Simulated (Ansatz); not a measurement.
Input file:

```yaml
crystal:
  periodic: [false, false, false]
  atoms:
    - {symbol: C, position_ang: [-0.156501, 0.000000, 0.000000]}
    - {symbol: H, position_ang: [-0.519707, 1.027301, 0.000000]}
    - {symbol: H, position_ang: [-0.519707, -0.513650, 0.889668]}
    - {symbol: H, position_ang: [-0.519707, -0.513650, -0.889669]}
    - {symbol: H, position_ang: [1.228499, 0.000000, 0.000000]}
    - {symbol: H, position_ang: [2.195499, 0.000000, 0.000000]}
basis:
  gaussian: {orbitals: 6-31G}
magnetization: {spin_polarized: true, initial_magnetization: 1}
hamiltonian: {xc: {name: wB97X-V}}
```

```sh
$ ansatz run in.yaml --threads 1 --pin off --events-out ev --progress --plain --max-ram 2393MiB
```

Log:

```
      + integral(e_c_pw_opposite_spin*poly(b97_u_opposite, cos0, cos1)) + vv10(b, c)
287 factors; integrals over basis functions are off by at most 6.1e-4 eV
104 factors; integrals over basis functions are off by at most 5.0e-6 eV
mean field evaluation 1: about -1113.7307 eV, gradient 1.3e1 eV
mean field evaluation 2: about -1114.2382 eV, gradient 8.5e0 eV
mean field evaluation 4: about -1114.6259 eV, gradient 2.5e-1 eV
mean field evaluation 8: about -1114.6168 eV, gradient 4.0e-3 eV
mean field -1114.61683484 eV, -40.9614131658 hartree, gradient 3.0e-5 eV, S^2 0.761289; 0 other end points of the search recorded, 0 dependent functions left out
reference -1114.61683436 eV, -40.9614131484 hartree; 6, 5 occupied and 13, 14 virtual orbitals, 287 factors
Total energy: -1114.61683436 eV, -40.9614131484 hartree
```

Ran on 1 thread of Intel Xeon 6975P-C, shared host: 0.9 s wall, 0.14 GiB peak host memory.
